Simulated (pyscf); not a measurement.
Thermochemistry of product channels of H₂Si=S + H₂S on the singlet surface, in kJ/mol, from ωB97M-D3(BJ)/def2-TZVP energies (ideal gas, 1 atm, RRHO with modes under 100 cm⁻¹ raised to 100, one conformer, R ln 2 for chiral ones without a mode under 150 cm⁻¹). Structures and frequencies: ωB97X-D3(BJ)/def2-SVP in PySCF.

```json
[
 {"products": "S=SiH–SH + H₂", "ΔE": "(withheld)", "ΔH(298 K)": "-71.0", "ΔG(900 K)": "-51.6", "ΔG(1200 K)": "-48.2"},
 {"products": "H₃Si–S–SH", "ΔE": "(withheld)", "ΔH(298 K)": "-67.3", "ΔG(900 K)": "+50.4", "ΔG(1200 K)": "+86.5"}
]
```

**Question.** Some entries are withheld; supply them.

**Answer.** 
- S=SiH–SH + H₂, ΔE: -67.2
- H₃Si–S–SH, ΔE: -74.0

The channel to H₃Si–S–SH turns unfavourable between 298 and 1200 K (ΔG from -27.2 kJ/mol to +86.5 kJ/mol).

These are energies of the channels, which say nothing of barriers.
